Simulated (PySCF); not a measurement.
formaldehyde (CH₂O), SMILES C=O.

Geometry: r2SCAN-D4/def2-TZVPD.

Two levels are set side by side: TDA-PBE/def2-TZVPD (PySCF) and TDA-CAM-B3LYP/def2-TZVPD (PySCF). Vertical, same geometry. The lowest singlet is HOMO→LUMO 100 % with PBE and HOMO→LUMO 98 % with the other functional; states are paired by order. Differences are taken from unrounded values.

| quantity | TDA-CAM-B3LYP | TDA-PBE | TDA-PBE minus TDA-CAM-B3LYP |
|---|---|---|---|
| lowest singlet excitation (eV) | 4.01 | 3.88 | -0.12 |
| lowest triplet excitation (TDA) (eV) | 3.32 | 3.18 | -0.14 |
| first bright state (f over 0.05) (eV) | 8.30 | 7.41 | -0.88 |
| its oscillator strength | 0.06 | 0.08 | 0.01 |

A lower first singlet is the usual sign of a functional without exact exchange. Differences between two approximate levels are no errors against the true value.

Rough cost on one machine, each run with all the roots and properties that it gave: TDA-CAM-B3LYP against TDA-PBE about 2 times.
